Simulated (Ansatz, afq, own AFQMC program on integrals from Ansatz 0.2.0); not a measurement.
# Al2H2, triplet: AFQMC among the cluster methods

```yaml
atoms:
  - { symbol: Al, position_ang: [0.0000, -0.1535, 1.3084] }
  - { symbol: Al, position_ang: [0.0000, 0.1535, -1.3084] }
  - { symbol: H, position_ang: [0.0000, 1.1439, 2.2825] }
  - { symbol: H, position_ang: [0.0000, -1.1439, -2.2825] }
```

Connectivity, by distances: AlH–AlH.

Basis cc-pVDZ. Only valence electrons are correlated. Integrals, coupled cluster, full CI and functionals: Ansatz 0.2.0; the random walks run on the same integrals in our own AFQMC program. ph-AFQMC/CISD is guided by a CISD state made of CCSD amplitudes; releasing the constraint for a short imaginary time cuts its bias at the price of noise, slowly where states lie close. Free AFQMC starts from the CCSD state and is never constrained. Its projection time is finite, and what remains of the start isn't in its error. Error bars are statistical, one sigma.

Determinant: ROHF, the one that the program's search chose, which needn't be the lowest solution. The geometry is a PBE0/def2-TZVP stationary point of this or a neighbouring charge and spin state.

No full CI on the walks' own integrals is used here; CCSDT(Q) serves as the reference and is uncertain by about the last step of the cluster series.

Cautions: another spin lies lower (by 781 meV); a spin-contaminated unrestricted determinant lies lower (UHF 316 meV lower, ⟨S²⟩ 2.15); the search met a lower determinant of the same kind, perhaps of another symmetry (246 meV lower), and this one is a saddle point; the released energies are still falling, so no released level is given (meV from the phaseless value at times in 1/Eh: -12 ± 12 at 0.24, -16 ± 11 at 0.51, -36 ± 10 at 0.99, -53 ± 9 at 1.62, -57 ± 11 at 2.40), though the last usable value meets CCSDT(Q) within the noise.

```
T1 diagnostic                               : 0.0310
weight of the determinant in the CISD state : 0.864
size of the correlated space                : 8 electrons in 36 orbitals
```

| level | correlation energy (eV) |
| --- | --- |
| MP2 | -3.0794 |
| CCSD | -3.9264 |
| CCSD(T) | -4.0773 |

(1) Estimate where free-projection AFQMC lies against CCSD(T) on the same integrals.

(1) 1.09 ± 0.23 kcal/mol below CCSD(T).

Reference: CCSDT(Q), correlation energy -4.137 eV.

```json
{"level": "CCSD(T)", "E − E(reference) (kcal/mol)": "1.38", "share of correlation (%)": "98.55"}
{"level": "CCSDT", "E − E(reference) (kcal/mol)": "0.23", "share of correlation (%)": "99.76"}
{"level": "ph-AFQMC/CISD", "E − E(reference) (kcal/mol)": "1.21 ± 0.21", "share of correlation (%)": "98.73"}
{"level": "free AFQMC", "E − E(reference) (kcal/mol)": "0.30 ± 0.23", "share of correlation (%)": "99.69"}
```

Free projections are given only where their last times agree within the noise and don't stop above the reference; a slow remainder of the start can still hide under it. A walk keeps the symmetry of its determinant, which the program's search chose and which needn't be the lowest solution, so a lower state of the same spin and another symmetry isn't excluded.
